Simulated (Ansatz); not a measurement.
Results of r²SCAN+rVV10 (Ansatz, a quantum-chemistry and plane-wave program, plane waves, PAW) for bcc K.

Run with plane-wave cutoff 560 eV, 16×16×16 k mesh, Fermi–Dirac smearing 0.05 eV, scalar-relativistic PAW data made under PBE.

Cell (relaxed at this level):

```yaml
crystal:
  lattice:
    - [-2.65309, 2.65309, 2.65309]
    - [2.65309, -2.65309, 2.65309]
    - [2.65309, 2.65309, -2.65309]
  atoms:
    - { symbol: K, position: [0.00000, 0.00000, 0.00000] }
```

### Question
Estimate the bulk modulus B0 and pressure derivative B′ of the bulk modulus that the calculation returns.

### Answer

* **bulk modulus B0**: 3.58 GPa
* **pressure derivative B′ of the bulk modulus**: 3.7

The run finds no gap.

Measured, for comparison: bulk modulus 3.75 GPa (corrected for temperature and zero-point phonon effects; as tabulated in Levämäki et al. (2014), arXiv:1402.3671). Computed (rounded) less measured: bulk modulus -5 %.

Computed values are for the static lattice.
